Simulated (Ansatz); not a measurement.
Compare A (`CCCOCCC`) with its isomer B (`CCCCC(C)O`).

Program: Ansatz. Geometries: PBE0-D4/def2-TZVP. ΔE: electronic, gas phase. CCSD(T)/CBS is the MP2 limit (def2-TZVPP, def2-QZVPP) plus CCSD(T) − MP2 in def2-TZVPP, frozen cores. Functionals use def2-TZVPP. B3LYP here is the variant with VWN-RPA as its local correlation; programs differ in this. One conformer a species, not always the lowest.

A:

Z-matrix (Å, degrees):
```
C
C 1 1.519
H 1 1.094 2 111.2
H 1 1.094 2 111.3 3 119.8
H 1 1.092 2 111.4 3 -120.1
C 2 1.519 1 111.5 3 -59.6
H 2 1.095 1 110.4 3 61.0
H 2 1.094 1 109.6 3 178.4
O 6 1.406 2 114.3 1 175.4
H 6 1.102 2 109.8 1 -60.5
H 6 1.094 2 109.4 1 57.0
C 9 1.405 6 114.3 2 74.9
C 12 1.511 9 109.0 6 173.2
H 12 1.103 9 109.9 6 52.4
H 12 1.100 9 111.1 6 -65.9
C 13 1.518 12 112.1 9 179.6
H 13 1.094 12 108.5 9 57.5
H 13 1.094 12 108.6 9 -58.0
H 16 1.092 13 111.2 12 -179.9
H 16 1.094 13 111.4 12 60.1
H 16 1.094 13 111.4 12 -60.0
```

B:

```xyz
21

C    -0.857    2.424    1.755
C    -0.904    1.169    0.900
C     0.246    1.097   -0.093
C     0.193   -0.104   -1.026
C     0.366   -1.451   -0.338
C     0.288   -2.601   -1.323
O     1.569   -1.501    0.413
H    -1.687    2.460    2.464
H    -0.907    3.325    1.136
H     0.073    2.471    2.329
H    -1.855    1.129    0.356
H    -0.886    0.290    1.551
H     1.194    1.083    0.455
H     0.250    2.012   -0.696
H     0.977   -0.010   -1.789
H    -0.759   -0.110   -1.570
H    -0.422   -1.577    0.411
H    -0.678   -2.619   -1.834
H     0.428   -3.554   -0.810
H     1.066   -2.506   -2.088
H     2.305   -1.426   -0.202
```

Problem. Which is lower in electronic energy at CCSD(T)/CBS, and by how much? (Estimate.)

Solution. The calculation gave: B, by 46.9 kJ/mol.

Problem. Give E(B) − E(A) in kJ/mol with CCSD(T)/def2-SVP, CCSD/def2-TZVPP, PBE-D4, LDA (SPW92), MP2/def2-TZVPP, B3LYP-D4, B3LYP. (An estimate is asked.)

Solution. Computed: CCSD(T)/def2-SVP -41.9, CCSD/def2-TZVPP -43.4, PBE-D4 -41.2, LDA (SPW92) -44.8, MP2/def2-TZVPP -49.8, B3LYP-D4 -37.7, B3LYP -32.5. None reverses the order clearly.

Largest T1 diagnostic: 0.009.

Leaving LDA and LC-ωPBE aside and taking each functional with its dispersion term where it has one, the values, not all of them listed here, spread over 8.7 kJ/mol, from PBE-QIDH to BLYP-D4. LDA lies −6.8 kJ/mol from PBE without D4. The D4 term adds −5.2 kJ/mol with B3LYP and −2.8 kJ/mol with PBE0; it sums over pairs of atoms, weighted by their polarisabilities, and B3LYP, whose exchange is more repulsive, gets the larger term.
